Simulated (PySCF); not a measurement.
# BFH5P: the cost of one run

Programs: PySCF 2.14.0, with routines of our own; each step states its level. All values are computed. Atoms count from 0.

### Step 1. The system as given

8 atoms, charge 0, multiplicity 1; geometry from: GFN2-xTB.

### Step 2. Relaxing the molecule at PBE0-D3(BJ)/def2-SVP

The job: settings as JSON, then the geometry in Å.

```
{"job": {"xc": "PBE0", "basis": "def2-SVP", "d3": "d3bj", "grid": 1, "kind": "geom"}, "charge": 0, "multiplicity": 1}
B      1.101809     0.143656     0.089391
P     -0.761364    -0.204534    -0.001725
F     -1.550680     0.938203    -0.829037
H      1.562314    -0.755309     0.713584
H      1.458930     0.164023    -1.045459
H      1.183275     1.194542     0.641551
H     -1.636711    -0.196841     1.084407
H     -1.348515    -1.274326    -0.677278
```

Command:

```sh
$ OMP_NUM_THREADS=1 python excited_run.py task.json out
```

This one command runs all jobs of the session in turn.

**Question.** How long does this first job take on 1 thread of Arm Neoverse V1, shared host, and how much memory does it need?

About 8.6 s, with a peak of 0.43 GiB.
